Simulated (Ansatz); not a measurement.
`OBO` at its PBE0-D4/def2-TZVP geometry, where that method's forces vanish. Total charge 0; spin multiplicity 1.

```xyz
6

O     0.3885    1.2477   -0.1264
B    -0.0853   -0.0168    0.0011
O     0.8360   -1.0061    0.1112
H    -0.3106    1.8984   -0.1996
H    -1.2669   -0.2499    0.0157
H     0.4383   -1.8732    0.1980
```

**Question.** What forces (eV/Å) does r2SCAN-D4/def2-TZVPP give on these atoms in Ansatz 0.2.0? (An estimate is asked.)

**Answer.** The calculation gave: 
```
O1   0.100  0.143 -0.014
B2  -0.252 -0.050  0.003
O3   0.147 -0.094  0.011
H4  -0.012  0.007 -0.001
H5   0.025  0.005  0.000
H6  -0.008 -0.011  0.001
```
